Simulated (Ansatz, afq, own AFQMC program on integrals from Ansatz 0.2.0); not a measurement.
H2O⁻, doublet: AFQMC among the cluster methods

```yaml
atoms:
  - { symbol: O, position_ang: [0.0000, -0.0902, 0.0000] }
  - { symbol: H, position_ang: [0.0000, 0.7157, 0.5528] }
  - { symbol: H, position_ang: [0.0000, 0.7157, -0.5528] }
```

Basis aug-cc-pVDZ. Noble-gas cores (and the filled d shells of Ga–Kr and In–Xe) are frozen. Integrals, coupled cluster, full CI and functionals: Ansatz 0.2.0; the random walks run on the same integrals in our own AFQMC program. The CISD trial takes its coefficients from CCSD amplitudes. Released means that phaseless walkers are propagated on without the constraint, phases kept. Error bars are statistical, one sigma.

Determinant: UHF, the one that the program's search chose, which needn't be the lowest solution. The geometry is a point of a scan.

No full CI on the walks' own integrals is used here; CCSDT(Q) serves as the reference and is uncertain by about the last step of the cluster series.

The T1 diagnostic is 0.0198, the weight of the determinant in the CISD state is 0.925 and the ⟨S²⟩ of the determinant is 0.751. The size of the correlated space is 9 electrons in 40 orbitals.

Reference: CCSDT(Q), correlation energy -6.716 eV. The released energy is read at 2.40 1/Eh (meV from the phaseless value at times in 1/Eh: 5 ± 18 at 0.24, 6 ± 12 at 0.51, -4 ± 10 at 0.99, -10 ± 10 at 1.62, 1 ± 14 at 2.40).

```
         level  E − E(reference) (meV)  share of correlation (%)
            HF                  6715.6                      0.00
           MP2                   387.3                     94.23
          CCSD                   207.6                     96.91
       CCSD(T)                    24.9                     99.63
         CCSDT                    17.1                     99.75
   ph-AFQMC/HF            -46.1 ± 50.7                    100.69
 ph-AFQMC/CISD              6.3 ± 14.2                     99.91
released AFQMC              7.3 ± 13.7                     99.89
```

A walk keeps the symmetry of its determinant, which the program's search chose and which needn't be the lowest solution, so a lower state of the same spin and another symmetry isn't excluded. Released energies are given only where the last usable release times agree within the noise; a slower fall can still hide under it.
